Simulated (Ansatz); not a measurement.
Consider the redistribution: `[MgH][O][SiH3]` + `C[SiH2]F` → `F[SiH2][SiH3]` + `C[O][MgH]`.

Calculated with Ansatz (gas phase, PBE0-D4/def2-TZVP geometries, no zero-point term in ΔE). CBS: MP2 limit from def2 TZ/QZ plus the TZ coupled-cluster correction, frozen cores. Functionals use def2-TZVPP. B3LYP here is the variant with VWN-RPA as its local correlation; programs differ in this. For Mg outer-core shells are correlated without core-valence functions, which leaves a few kJ/mol of doubt a bond.

`[MgH][O][SiH3]`:

```xyz
7

Mg   -2.147   -0.315    0.335
O    -0.392   -0.056    0.060
Si    1.183    0.174   -0.185
H    -3.796   -0.559    0.594
H     1.905    0.427    1.097
H     1.816   -1.017   -0.826
H     1.432    1.346   -1.076
```

`C[SiH2]F`:

Cartesian coordinates in Å:
```
C 0.585 0.242 0.754
Si -0.488 -0.199 -0.692
F -1.851 -0.856 -0.161
H 0.831 -0.644 1.344
H 1.521 0.688 0.405
H 0.088 0.963 1.406
H -0.855 1.002 -1.483
H 0.169 -1.197 -1.573
```

`F[SiH2][SiH3]`:

```xyz
8

F     1.339    1.318    1.269
Si    0.403    0.026    1.086
Si   -0.426   -0.050   -1.104
H     1.223   -1.174    1.394
H    -0.701    0.123    2.077
H    -1.244    1.156   -1.400
H    -1.283   -1.260   -1.235
H     0.688   -0.138   -2.085
```

`C[O][MgH]`:

```xyz
7

C     0.868   -0.178    0.748
O    -0.162    0.034   -0.139
Mg   -1.482    0.304   -1.276
H     1.688   -0.753    0.293
H     0.535   -0.738    1.634
H     1.299    0.768    1.107
H    -2.747    0.563   -2.367
```

```tsv
level	ΔE (kJ/mol)
PBE0	218.4
B3LYP	227.1
```

(1) What does CCSD(T)/CBS give? (Estimate.)

(2) What do rigid-rotor, harmonic-oscillator terms from PBE0-D4/def2-TZVP frequencies (298.15 K, 1 bar) make of the CCSD(T)/CBS value? (Estimate.)

Largest T1 diagnostic among the species: 0.012.

## Answers

(1) Ansatz gave: +240.4 kJ/mol. The listed levels differ from it by -22.0, -13.3 kJ/mol.

(2) The calculation gave: ΔZPE = -0.4 kJ/mol, ΔH = +241.3 kJ/mol, ΔS = 8 J/(mol·K), ΔG = +239.1 kJ/mol.

Leaving LDA and LC-ωPBE aside and taking each functional with its dispersion term where it has one, the values, not all of them listed here, spread over 32.2 kJ/mol, from PBE-D4 to BHLYP-D4. At CCSD(T), def2-SVP lies −28.3 kJ/mol from the extrapolated value and def2-TZVPP −2.0 kJ/mol.
